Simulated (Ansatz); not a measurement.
A calculation with Ansatz (development build ahead of 0.2.0).

```yaml
crystal:
  periodic: [false, false, false]
  atoms:
    - { symbol: C, position_ang: [1.4, 0.0, 0.0] }
    - { symbol: C, position_ang: [0.7, 1.21244, 0.0] }
    - { symbol: C, position_ang: [-0.7, 1.21244, 0.0] }
    - { symbol: C, position_ang: [-1.4, 0.0, 0.0] }
    - { symbol: C, position_ang: [-0.7, -1.21244, 0.0] }
    - { symbol: C, position_ang: [0.7, -1.21244, 0.0] }
    - { symbol: H, position_ang: [2.485, 0.0, 0.0] }
    - { symbol: H, position_ang: [1.2425, 2.15207, 0.0] }
    - { symbol: H, position_ang: [-1.2425, 2.15207, 0.0] }
    - { symbol: H, position_ang: [-2.485, 0.0, 0.0] }
    - { symbol: H, position_ang: [-1.2425, -2.15207, 0.0] }
    - { symbol: H, position_ang: [1.2425, -2.15207, 0.0] }
basis:
  gaussian: { orbitals: def2-SVP }
hamiltonian:
  xc: pbe0
```

The input is written out in the form of the current development build from the run's settings.

Results

| Item | Value |
| --- | --- |
| Converged | yes |
| Total energy | -231.80172 hartree |
| Spin squared of the determinant | 0.000 |
| Stability test | minimum among restricted orbitals |
